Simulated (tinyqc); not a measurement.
Worked calculation: FCI on RHF in the sto-3g basis, for OH-, spin multiplicity 1. The basis has no diffuse functions, so it cannot describe the extra electron: this is an exercise in the method, not the real anion. One step of it, computed by the program tinyqc.

Problem. FCI: determinants and Hamiltonian. Slater-Condon rules over spin orbitals, with the nuclear repulsion added and E(HF) subtracted on the diagonal. Only determinants linked to the reference directly or through others are kept (one block of an abelian symmetry group), so some states are absent.

one-electron integrals over orbitals h = C^T H C (hartree):
```
[[-32.075277, 0.599629, -0.227787, 0.000000, 0.000000, 0.178662],
 [0.599629, -7.113108, 0.718422, 0.000000, 0.000000, -0.899477],
 [-0.227787, 0.718422, -5.413432, 0.000000, 0.000000, -1.469505],
 [0.000000, 0.000000, 0.000000, -6.895811, 0.000000, 0.000000],
 [0.000000, 0.000000, 0.000000, 0.000000, -6.895811, 0.000000],
 [0.178662, -0.899477, -1.469505, 0.000000, 0.000000, -5.676905]]
```

Two-electron integrals over orbitals (pq|rs), unique and non-zero (hartree):
```
(11|11) 4.746540    (21|11) -0.439543   (21|21) 0.063876    (22|11) 1.031641
(22|21) -0.017077   (22|22) 0.728444    (31|11) 0.172587    (31|21) -0.024589
(31|22) 0.009809    (31|31) 0.017616    (32|11) -0.189582   (32|21) 0.007586
(32|22) -0.049949   (32|31) 0.010057    (32|32) 0.138630    (33|11) 0.752583
(33|21) -0.007132   (33|22) 0.606756    (33|31) -0.001391   (33|32) 0.000621
(33|33) 0.631845    (41|41) 0.025979    (42|41) 0.033739    (42|42) 0.153431
(43|41) -0.012222   (43|42) -0.047768   (43|43) 0.037243    (44|11) 1.115344
(44|21) -0.012803   (44|22) 0.759663    (44|31) 0.005029    (44|32) -0.102514
(44|33) 0.591886    (44|44) 0.880159    (51|51) 0.025979    (52|51) 0.033739
(52|52) 0.153431    (53|51) -0.012222   (53|52) -0.047768   (53|53) 0.037243
(54|54) 0.047444    (55|11) 1.115344    (55|21) -0.012803   (55|22) 0.759663
(55|31) 0.005029    (55|32) -0.102514   (55|33) 0.591886    (55|44) 0.785270
(55|55) 0.880159    (61|11) -0.134830   (61|21) 0.020685    (61|22) -0.000789
(61|31) 0.004994    (61|32) 0.022190    (61|33) -0.008571   (61|44) -0.003723
(61|55) -0.003723   (61|61) 0.027348    (62|11) 0.185757    (62|21) -0.004454
(62|22) 0.096301    (62|31) 0.016778    (62|32) 0.037734    (62|33) 0.002185
(62|44) 0.100502    (62|55) 0.100502    (62|61) 0.021416    (62|62) 0.108751
(63|11) 0.292737    (63|21) -0.004541   (63|22) 0.129130    (63|31) -0.003243
(63|32) -0.118445   (63|33) 0.023643    (63|44) 0.166975    (63|55) 0.166975
(63|61) -0.009768   (63|62) 0.031097    (63|63) 0.175366    (64|41) 0.008957
(64|42) 0.036239    (64|43) 0.011522    (64|64) 0.038109    (65|51) 0.008957
(65|52) 0.036239    (65|53) 0.011522    (65|65) 0.038109    (66|11) 0.942327
(66|21) -0.011251   (66|22) 0.676382    (66|31) 0.012843    (66|32) 0.017010
(66|33) 0.632346    (66|44) 0.666959    (66|55) 0.666959    (66|61) 0.009719
(66|62) 0.084064    (66|63) 0.057222    (66|66) 0.714454
```

nuclear repulsion = 3.81732884 hartree

Hartree-Fock energy = -74.06400155 hartree

Give: determinants; H - E(HF) between determinants.

Solution.

Occupation strings over the orbitals (2 doubly, a alpha, b beta, 0 empty; spin orbitals ordered 1a 1b 2a 2b ...): 222220 22a22b 2a222b a2222b 22b22a 2b222a b2222a 222202 222022 220222 2ab222 a2b222 2ba222 202222 ab2222 b2a222 ba2222 022222

H - E(HF) between determinants (hartree), order 222220, 22a22b, 2a222b, a2222b, 22b22a, 2b222a, b2222a, 222202, 222022, 220222, 2ab222, a2b222, 2ba222, 202222, ab2222, b2a222, ba2222, 022222:
```
[[0.000, 0.000, 0.000, 0.000, 0.000, 0.000, 0.000, 0.038, 0.038, 0.175, -0.031, 0.010, 0.031, 0.109, -0.021, -0.010, 0.021, 0.027],
 [0.000, 0.574, 0.014, -0.023, -0.175, -0.031, 0.010, -0.012, -0.012, 0.034, -0.118, -0.003, 0.082, -0.038, 0.017, 0.018, -0.022, -0.005],
 [0.000, 0.014, 1.116, 0.033, -0.031, -0.109, -0.021, -0.036, -0.036, 0.118, 0.072, -0.005, -0.038, -0.012, -0.004, -0.022, 0.011, -0.021],
 [0.000, -0.023, 0.033, 19.623, 0.010, -0.021, -0.027, -0.009, -0.009, 0.003, -0.005, 0.236, -0.017, 0.004, 0.102, -0.005, -0.021, 0.145],
 [0.000, -0.175, -0.031, 0.010, 0.574, 0.014, -0.023, 0.012, 0.012, -0.034, 0.082, 0.018, -0.118, 0.038, -0.022, -0.003, 0.017, 0.005],
 [0.000, -0.031, -0.109, -0.021, 0.014, 1.116, 0.033, 0.036, 0.036, -0.118, -0.038, -0.022, 0.072, 0.012, 0.011, -0.005, -0.004, 0.021],
 [0.000, 0.010, -0.021, -0.027, -0.023, 0.033, 19.623, 0.009, 0.009, -0.003, -0.017, -0.005, -0.005, -0.004, -0.021, 0.236, 0.102, -0.145],
 [0.038, -0.012, -0.036, -0.009, 0.012, 0.036, 0.009, 0.765, 0.047, 0.037, 0.048, 0.012, -0.048, 0.153, -0.034, -0.012, 0.034, 0.026],
 [0.038, -0.012, -0.036, -0.009, 0.012, 0.036, 0.009, 0.047, 0.765, 0.037, 0.048, 0.012, -0.048, 0.153, -0.034, -0.012, 0.034, 0.026],
 [0.175, 0.034, 0.118, 0.003, -0.034, -0.118, -0.003, 0.037, 0.037, 1.231, 0.002, 0.037, -0.002, 0.139, -0.010, -0.037, 0.010, 0.018],
 [-0.031, -0.118, 0.072, -0.005, 0.082, -0.038, -0.017, 0.048, 0.048, 0.002, 1.703, 0.037, -0.139, 0.053, 0.008, -0.010, 0.026, 0.025],
 [0.010, -0.003, -0.005, 0.236, 0.018, -0.022, -0.005, 0.012, 0.012, 0.037, 0.037, 20.090, -0.010, -0.008, -0.193, -0.018, 0.025, -0.137],
 [0.031, 0.082, -0.038, -0.017, -0.118, 0.072, -0.005, -0.048, -0.048, -0.002, -0.139, -0.010, 1.703, -0.053, 0.026, 0.037, 0.008, -0.025],
 [0.109, -0.038, -0.012, 0.004, 0.038, 0.012, -0.004, 0.153, 0.153, 0.139, 0.053, -0.008, -0.053, 2.323, -0.027, 0.008, 0.027, 0.064],
 [-0.021, 0.017, -0.004, 0.102, -0.022, 0.011, -0.021, -0.034, -0.034, -0.010, 0.008, -0.193, 0.026, -0.027, 20.866, 0.025, -0.064, 0.396],
 [-0.010, 0.018, -0.022, -0.005, -0.003, -0.005, 0.236, -0.012, -0.012, -0.037, -0.010, -0.018, 0.037, 0.008, 0.025, 20.090, -0.193, 0.137],
 [0.021, -0.022, 0.011, -0.021, 0.017, -0.004, 0.102, 0.034, 0.034, 0.010, 0.026, 0.025, 0.008, 0.027, -0.064, -0.193, 20.866, -0.396],
 [0.027, -0.005, -0.021, 0.145, 0.005, 0.021, -0.145, 0.026, 0.026, 0.018, 0.025, -0.137, -0.025, 0.064, 0.396, 0.137, -0.396, 42.822]]
```
